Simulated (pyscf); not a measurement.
`[Al][Cl]` [singlet] + `[ClH]` -> `[Al][Cl]` [singlet] + `[ClH]` (four-centre exchange; singlet surface; Al–Cl, Cl–H broken, Al–Cl, Cl–H formed). Optimised with ωB97X-D3(BJ)/def2-SVP in PySCF. MP2 and CC: frozen core, UHF for open shells. ΔMP2 is the change of the MP2 total energy from the triple- to the quadruple-zeta basis. Energies in eV from the separated reactants.

```csv
level,barrier,reaction energy
ωB97X-D3(BJ)/def2-TZVP,0.20,0.00
M06-2X/def2-TZVP,0.21,0.00
HF/def2-TZVP,0.96,0.00
MP2/def2-QZVPP,0.23,0.00
CCSD/def2-TZVPP,?,0.00
CCSD(T)/def2-TZVPP,0.38,0.00
CCSD(T)/def2-TZVPP + ΔMP2(QZVPP),?,0.00
```

Task: Some entries are withheld; supply them.

Result: 
- CCSD/def2-TZVPP, barrier: 0.50
- CCSD(T)/def2-TZVPP + ΔMP2(QZVPP), barrier: 0.35

On the reactant side the descent ends in a complex, 0.22 eV under the separated species and 0.42 eV under the saddle at ωB97X-D3(BJ)/def2-TZVP. On the product side the descent ends in a complex, 0.22 eV under the separated species and 0.42 eV under the saddle at ωB97X-D3(BJ)/def2-TZVP. One saddle was located; it need not be the lowest between these sides. The CCSD(T) − MP2 part came from Ansatz, without density fitting, on the same reference.
